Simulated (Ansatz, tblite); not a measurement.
**The cluster RuBr₃: rung by rung**

Aim: run the doublet of the cluster RuBr₃ at one geometry on many levels, and compare frontier levels, spin and run time.

The runs use Ansatz 0.2.0, Gaussian basis; as each input shows.

The runs, in order: GFN1-xTB, GFN2-xTB, PBE-D4/def2-TZVP, r2SCAN-D4/def2-TZVP, ωB97M-V/def2-TZVP, B3LYP-D4/def2-TZVP, PBE+10HF/def2-SVP, PBE+15HF/def2-SVP, PBE+40HF/def2-SVP, PBE-D4/def2-SVP, PBE0-D4/def2-SVP, PBE0-D4/def2-TZVPD, PBE-D4/def2-TZVPD, r2SCAN-D4/def2-TZVPD, MP2/def2-TZVP, RPA/def2-TZVP.

7 further runs of the same task are left out: 2 for a known fault of the program, 1 that didn't finish, 4 set aside as unsound or not needed.

### Step 1. The structure

The doublet was relaxed beforehand with r2SCAN-D4/def2-SVP. At that level it is the lowest of the isomers that a small search found.

4 atoms, charge 0, spin multiplicity 2.

Bond lengths: Ru1–Br2 2.347 Å, Ru1–Br3 2.347 Å, Ru1–Br4 2.347 Å. Angles: Br2–Ru1–Br3 118.8°, Br2–Ru1–Br4 118.7°, Br3–Ru1–Br4 118.7°.

Ru takes a core potential in the def2 sets. No spin-orbit coupling is included.

PBE0-D4/def2-TZVP was run before; its log isn't repeated, and its numbers join the tables.

### Step 2. GFN1-xTB

Tight binding, by tblite at 300 K electronic temperature and without a spin-polarisation term:

```python
tblite.interface.Calculator('GFN1-xTB', numbers, positions, charge=0, uhf=1).singlepoint()
```

Energy -408.9897 eV; 0.004 s.

### Step 3. GFN2-xTB

Tight binding, by tblite at 300 K electronic temperature and without a spin-polarisation term:

```python
tblite.interface.Calculator('GFN2-xTB', numbers, positions, charge=0, uhf=1).singlepoint()
```

Energy -422.5363 eV; 0.007 s.

### Step 4. PBE-D4/def2-TZVP

start.molden holds the orbitals of an earlier run on this state, given as this run's starting guess.

Contents of in.yaml:

```yaml
crystal:
  periodic: [false, false, false]
  atoms:
    - {symbol: Ru, position_ang: [0.127103, 0.045514, -0.146638]}
    - {symbol: Br, position_ang: [1.066877, -2.040393, 0.378183]}
    - {symbol: Br, position_ang: [0.628377, 1.886185, 1.220936]}
    - {symbol: Br, position_ang: [-1.822356, 0.108694, -1.452481]}
basis:
  gaussian: {orbitals: def2-TZVP, initial_orbitals: start.molden}
magnetization: {spin_polarized: true, initial_magnetization: 1}
hamiltonian: {xc: pbe, dispersion: d4}
scf: {omitted_lower_state_checks: [starts]}
output: {orbitals: {seedname: orbitals}}
```

Command:

```bash
ansatz run in.yaml --threads 4 --pin off --events-out ev --progress --plain --max-ram 4787MiB
```

Further steps of the session: r2SCAN-D4/def2-TZVP; ωB97M-V/def2-TZVP; B3LYP-D4/def2-TZVP; PBE+10HF/def2-SVP; PBE+15HF/def2-SVP; PBE+40HF/def2-SVP; PBE-D4/def2-SVP; PBE0-D4/def2-SVP; PBE0-D4/def2-TZVPD; PBE-D4/def2-TZVPD; r2SCAN-D4/def2-TZVPD; MP2/def2-TZVP; RPA/def2-TZVP.

**Question.** What will the summary of the whole plan be? Wanted: gap in def2-TZVP, named functionals, smallest and largest; correlation energy, MP2/def2-TZVP; binding an atom, functionals in def2-TZVP; ⟨S²⟩ in def2-TZVP, named functionals, smallest and largest; PBE0 total energy, smallest basis above largest.

**Answer**, as computed:

```
                                                  quantity                                value
 gap in def2-TZVP, named functionals, smallest and largest  0.43 eV (PBE-D4), 6.81 eV (ωB97M-V)
                         correlation energy, MP2/def2-TZVP                            -34.40 eV
                 binding an atom, functionals in def2-TZVP   2.06 (ωB97M-V) to 2.44 eV (PBE-D4)
⟨S²⟩ in def2-TZVP, named functionals, smallest and largest                         0.924, 1.441
           PBE0 total energy, smallest basis above largest      26.24 eV (def2-SVP, def2-TZVPD)
```

**Reading.** Orbital gaps of the named functionals in def2-TZVP span 0.43 eV (PBE-D4) to 6.81 eV (ωB97M-V); exact exchange widens it. Over the named functionals in def2-TZVP spin contamination reaches 0.69 (r2SCAN-D4), so some levels may describe another state.
